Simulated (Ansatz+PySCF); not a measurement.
Results of a calculation; reference values are marked as such.
**Several solutions for singlet C₂H₂O₂**

```xyz
6

C     0.0000    0.0244   -0.7597
C     0.0000   -0.0244    0.7597
O     0.0000    1.0643   -1.3573
O     0.0000   -1.0643    1.3573
H     0.0000   -0.9801   -1.2524
H     0.0000    0.9801    1.2524
```

Basis set: def2-SVP (spherical functions). Charge 0, multiplicity 1.

CASSCF(4,4) was run from several starts with Ansatz (development build ahead of 0.2.0) and PySCF 2.14.0. The starts are those of the Hartree–Fock orbitals from which the active space was taken at the frontier.

```json
{"run": "A", "program": "Ansatz", "start": "stability test followed", "converged": "yes", "energy (hartree)": "-226.46595", "<S²>": "0.00"}
{"run": "B", "program": "Ansatz", "start": "search for the lowest state", "converged": "yes", "energy (hartree)": "-226.48484", "<S²>": "0.00"}
{"run": "C", "program": "PySCF", "start": "program defaults", "converged": "yes", "energy (hartree)": "-226.46595", "<S²>": "0.00"}
{"run": "D", "program": "Ansatz", "start": "atomic start, no search", "converged": "yes", "energy (hartree)": "-226.46595", "<S²>": "0.00"}
```

**Question.** Which runs reached the lowest solution of this kind, and what is wrong with the others?

**Answer.** B reached the lowest solution found. Converged but too high: A by 0.51 eV, C by 0.51 eV, D by 0.51 eV. Convergence only shows a stationary point; in CASSCF the end hangs on which orbitals enter the active space. Caution: other starts end on other solutions of this active space.
